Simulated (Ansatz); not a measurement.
C (diamond): values from a third-order Birch-Murnaghan fit to a volume scan beside measured ones. Computed values: r2SCAN (plane waves to 500 eV, PAW, scalar-relativistic; Ansatz, a quantum-chemistry and plane-wave program). C was relaxed with its symmetry unable to fall.

```csv
quantity,reference,kind,r2SCAN,difference
Lattice constant a (Å),3.553,"measured, corrected to the static lattice",3.560,+0.2 %
Bulk modulus B₀ (GPa),454.7,"measured, corrected to the static lattice",451,-0.9 %
```

For the lattice constant a it lies within 0.3 % of the reference. For the bulk modulus B₀ it lies within 5 % of the reference.

References as given in: Daniel Mejia-Rodriguez, S. B. Trickey, Physical Review B (2018), arXiv:1807.09216.

(Under strain, the slope of the energy per volume gives the stress and its curvature an elastic modulus.)
